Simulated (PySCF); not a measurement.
Gas-phase reaction: 3 H2SiO + 2 F2O + H3SiOH = 2 SiF(OH)3 + 2 SiH2F

Computed with PySCF and rigid-rotor harmonic-oscillator thermochemistry at 1 bar. † marks an energy on the PBE0/def2-TZVP geometry and frequencies; other levels use their own. CCSD(T) freezes the core. 6-31G* has spherical d functions here. Open shells (unrestricted): SiH2F (multiplicity 2); the rest are closed-shell singlets. B3LYP is the form with VWN-RPA correlation. No R ln 2 is added for the mirror-image form of SiF(OH)3. H2SiO, H3SiOH, SiF(OH)3, SiH2F: computed as isolated molecules; such fragments, hydroxides, amides, oligomers or adducts are transient or little studied in the gas. CCSD(T) isn't extrapolated to the basis-set limit; its ΔH°(298 K) is -2493.0 kJ in def2-SVP and -2623.1 kJ in def2-TZVPP. The harmonic model lacks anharmonicity and excited electronic states, which grow with temperature; levels with a mode under 35 cm⁻¹ are left out. Internal rotation in H3SiOH, SiF(OH)3 is treated as a harmonic vibration of one conformer, which makes the entropy rough. Warning, large T1 diagnostic: H2SiO (CCSD(T)/def2-SVP†). Warning, point group unlike the PBE0 one: SiF(OH)3 (PBE/def2-SVP).

| level | ΔE electronic, kJ | ΔH°(298 K), kJ | ΔS°(298 K), J/K | ΔG°(1200 K), kJ |
|---|---|---|---|---|
| B3LYP/def2-TZVP† | -2575 | -2520 | -300 | -2184 |
| CCSD(T)/def2-SVP† | -2548 | -2493 | -300 | -2157 |
| HF/6-31G* | -2838 | -2790 | -284 | -2477 |
| PBE/def2-SVP | -2372 | -2317 | -271 | -2014 |
| PBE/def2-TZVP† | -2449 | -2394 | -300 | -2058 |
| PBE0/def2-QZVP† | -2675 | -2620 | -300 | -2284 |
ΔH° is lowest at HF/6-31G* and highest at PBE/def2-SVP. No reference value is set beside these.
